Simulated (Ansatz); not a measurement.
A basis-limit estimate, worked out

An elementary step of CH$_{5}$AlS, closed shell (CH₅AlS ([CH3][AlH][SH]) → AlHS ([AlH][S]) + CH₄; Al–C, S–H broken or loosened, C–H formed or tightened). “Start” and “end” are the PBE0-D4/def2-TZVP structures reached by relaxing down either side of its saddle point, with the molecules still in contact.

Computed with Ansatz 0.2.0 (basis: def2-TZVPP and def2-QZVPP); correlated methods freeze the cores.

Energies in eV:

| quantity | end | start |
| --- | --- | --- |
| Hartree–Fock, triple zeta (X = 3) | -18511.29300 | -18512.24953 |
| Hartree–Fock, quadruple zeta (X = 4) | -18511.83881 | -18512.80255 |
| MP2 correlation, X = 3 | -12.02219 | -11.96003 |
| MP2 correlation, X = 4 | -12.94025 | -12.86771 |
| CCSD(T) correlation, X = 3 | -13.73853 | -13.68526 |

Work out the step energy at the basis limit: extrapolate Hartree–Fock as E(X) = E∞ + A exp(−7.88 √X) and the MP2 correlation as E(X) = E∞ + B X^−2.97 (the exponents that Neese and Valeev fitted for def2-TZVPP and QZVPP), then add CCSD(T) − MP2 in triple zeta.

Each step is linear, so take the differences first (end − start): Hartree–Fock 0.95653 (X = 3) and 0.96374 (X = 4); MP2 correlation -0.06216 and -0.07254; CCSD(T) correlation -0.05327.
Two points give E∞ = E(4) + w [E(4) − E(3)], with w = 1/(exp(7.88 (2 − √3)) − 1) = 0.1377 for Hartree–Fock and w = 1/((4/3)^2.97 − 1) = 0.7407 for the correlation.
Hartree–Fock: 0.96374 + 0.1377 × 0.00721 = 0.9647 eV.
MP2 correlation: -0.07254 + 0.7407 × (-0.01038) = -0.0802 eV.
CCSD(T) − MP2: -0.05327 − (-0.06216) = 0.0089 eV.
Sum: 0.9647 + (-0.0802) + 0.0089 = 0.8934 eV, or 20.60 kcal/mol. Plain CCSD(T) in triple zeta gives 0.9033 eV, so the larger basis shifts the result by -0.0099 eV.

T1 diagnostic: at most 0.019.

Labels in which every atom is bracketed show which atoms are joined, not bond orders.

For scale, one of the runs: CCSD(T)/def2-TZVPP, 185 basis functions, launched by `ansatz run in.yaml --threads 2 --pin off --events-out ev --progress --plain --max-ram 4352MiB`. Time: 36 s of wall clock on 2 CPU threads of an Arm Neoverse V2; the host was shared. Peak host memory: 1.7 GiB.
